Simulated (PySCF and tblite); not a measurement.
The numbers below are computed, except where a source is named.
Molecule: C₆H₁₂, numbered as in [CH3:1][CH:2]1[CH2:3][CH2:4][CH2:5][CH2:6]1; H named by carrier, a and b as here (phase angle P 72°, Å):

```
C1       2.137    0.211   -0.059
C2       0.724   -0.345    0.030
C3      -0.137   -0.016   -1.194
C4      -1.594   -0.109   -0.711
C5      -1.531   -0.156    0.827
C6      -0.098    0.240    1.179
H1a      2.115    1.294   -0.170
H1b      2.699   -0.030    0.841
H1c      2.660   -0.212   -0.914
H2       0.774   -1.432    0.152
H3a      0.085    1.000   -1.523
H3b      0.063   -0.689   -2.026
H4a     -2.168    0.751   -1.054
H4b     -2.079   -1.003   -1.101
H5a     -2.265    0.503    1.288
H5b     -1.725   -1.171    1.177
H6a      0.005    1.327    1.182
H6b      0.211   -0.138    2.152
```

The ring 2–3–4–5–6 is held at Altona–Sundaralingam phase angles P (ν_j = ν_max cos(P + 144°(j − 2)), ν_j about the bond from ring atom j to j + 1, counted from 0) and the rest relaxed at GFN2-xTB. Energies: CAM-B3LYP/pcSseg-1 + D3(BJ). Couplings: B3LYP/6-31G* with H pcJ-1, gas phase, for ¹H. (tblite 0.8, PySCF 2.14.)

One held structure gave ³J(H5a,H6b) = 8.1, ³J(H4a,H5b) = 0.2, ³J(H3a,H4b) = 13.0, ³J(H3b,H4a) = 0.5, ³J(H5b,H6a) = 1.8, ³J(H4b,H5a) = 12.5, ³J(H2,H6a) = 7.3, ³J(H2,H3a) = 11.1 Hz.

(1) At which phase angle P was it held?
A. 144°
B. 288°
C. 216°
D. 0°
E. 72°

Answers

(1) A. It lies 0.23 kcal/mol above the lowest point.
